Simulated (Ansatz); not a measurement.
ammonia (SMILES N) moved off its minimum; all values from Ansatz (a program for electronic structure), cores frozen in correlated methods.
(charge 0, multiplicity 1)
```xyz
4

N     -0.0055     0.0415     0.1112
H     -0.5085    -0.7851    -0.3314
H     -0.4513     0.9441    -0.3528
H      1.0034    -0.1316    -0.2713
```

```
level                largest force (eV/Å)  on atom  rms difference from CCSD(T)/aug-cc-pVTZ (eV/Å)  dipole (D)
-------------------  --------------------  -------  ----------------------------------------------  ----------
HF/def2-TZVPP                        3.89       H3                                           0.517        1.74
PBE/def2-TZVPP                       2.83       H3                                           0.170        1.61
r2SCAN/def2-TZVPP                    3.15       H3                                           0.028        1.64
B3LYP/def2-TZVPP                     3.12       H3                                           0.046        1.65
wB97M-V/def2-TZVPP                   3.23       H3                                           0.094        1.66
MP2/aug-cc-pVTZ                      3.23       H3                                           0.080        1.54
CCSD(T)/aug-cc-pVTZ                  3.10       H3                                           0.000        1.52
```

The differences count from one level among others, with limits of its own. Forces at CCSD(T)/aug-cc-pVTZ (eV/Å):

| atom | Fx | Fy | Fz |
|---|---|---|---|
| N1 | 0.286 | 0.051 | -2.366 |
| H2 | 0.466 | 1.441 | 0.707 |
| H3 | 1.560 | -2.511 | 0.938 |
| H4 | -2.311 | 1.019 | 0.721 |
